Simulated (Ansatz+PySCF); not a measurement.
Values are calculated unless marked as measured or tabulated.
## PySCF 2.14.0 run

```python
from pyscf import gto, scf, cc

mol = gto.M(atom="""
N 0.000000 0.000000 -0.510410
N 0.000000 0.000000 0.510410
""", basis='def2-svp', charge=1, spin=1)
mf = scf.UHF(mol)
mf.kernel()
mycc = cc.CCSD(mf, frozen=2).run()
et = mycc.ccsd_t()
print(mf.e_tot, mycc.e_corr, et, mycc.e_tot + et)
```

The script is written out from the run's settings.

The run gave:

```yaml
Converged: yes
Reference_energy: -108.25328 hartree
CCSD_correlation_energy: -0.31159 hartree
Triples_correction: -0.01459 hartree
Total_energy: -108.57947 hartree
```

The reference isn't the lowest determinant (another lies 0.58 eV lower), but the same method gives a higher total on the lower determinant.
